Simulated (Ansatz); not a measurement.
SbH, triplet: from triple and quadruple zeta to the limit

```xyz
2

Sb    0.0000    0.0000    0.0000
H     0.0000    0.0000    1.7130
```

Ansatz 0.2.0, UHF determinant, valence electrons correlated, core potentials past Kr. Energies in eV.

```json
{"set": "def2-TZVPP", "X": "3", "functions": "64", "Hartree–Fock": "-6526.2953", "MP2 correlation": "-2.2912", "CCSD(T) correlation": "-2.9071", "time": "3.2 s on 1 × NVIDIA H100 80GB HBM3 with 1 thread of AMD EPYC 7R13 Processor (Zen 3), on a shared host"}
{"set": "def2-QZVPP", "X": "4", "functions": "112", "Hartree–Fock": "-6526.3312", "MP2 correlation": "-2.4974", "CCSD(T) correlation": "-3.0891", "time": "3.8 s on 1 × NVIDIA H100 80GB HBM3 with 1 thread of AMD EPYC 7R13 Processor (Zen 3), on a shared host"}
```

Hartree–Fock is taken to follow E(X) = E∞ + A·exp(−7.88·√X), correlation E(X) = E∞ + B·X^−2.97.

Cautions: no spin-orbit coupling; inner d shell frozen.

Question: Work out the CCSD(T) energy at the limit, and how far the shortcut misses it that extrapolates MP2 and adds CCSD(T) minus MP2 from the smaller set.

Answer: Hartree–Fock: E∞ = E4 + 0.1377·(E4 − E3) = -6526.3361. Correlation: E∞ = E4 + 0.7407·(E4 − E3) = -3.2238 for CCSD(T) and -2.6502 for MP2. The limit is -6529.5599 eV, 0.140 eV below def2-QZVPP. The shortcut gives a correlation energy of -2.6502 + (-0.6159) = -3.2661, 42 meV lower than the direct value.

The exponents were fitted on light atoms, and def2 sets of heavy atoms don't grow evenly, so the limit is rough here.
